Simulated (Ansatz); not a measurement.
## C2H3F2N (SMILES F/C=N\CF): name the method

The species is C2H3F2N (8 atoms), meant as a singlet with charge 0. SMILES: `F/C=N\CF`. The coordinates come from a PBE0-D4/def2-TZVP relaxation. This is one conformer, not always the lowest.

| atom | x (Å) | y (Å) | z (Å) |
| --- | --- | --- | --- |
| F | -1.0980 | 1.5968 | -0.1444 |
| C | -0.7395 | 0.7296 | 0.8057 |
| N | 0.0019 | -0.2543 | 0.6693 |
| C | 0.6482 | -0.7081 | -0.4976 |
| F | 0.4334 | 0.0322 | -1.6410 |
| H | -1.1906 | 0.9930 | 1.7589 |
| H | 0.3104 | -1.7297 | -0.6983 |
| H | 1.7262 | -0.7165 | -0.3082 |

Orbital energies are those of the mean-field step.

A calculation with Ansatz 0.2.0 gave:

| Item | Value |
| --- | --- |
| total energy | -330.5179 Eh |
| dipole moment | 1.94 D |
| HOMO energy | -12.11 eV |
| LUMO energy | 4.22 eV |
| HOMO–LUMO gap | 16.33 eV |
| largest force | 1.357 eV/Å |

**Question.** Which of these levels gave the numbers?
A. CAM-B3LYP/cc-pVDZ
B. HF/STO-3G
C. MP2/def2-SVP
D. HF/def2-SVP

**Answer.** D. The others give -331.3089 Eh (MP2/def2-SVP), -326.3157 Eh (HF/STO-3G), -332.3233 Eh (CAM-B3LYP/cc-pVDZ).
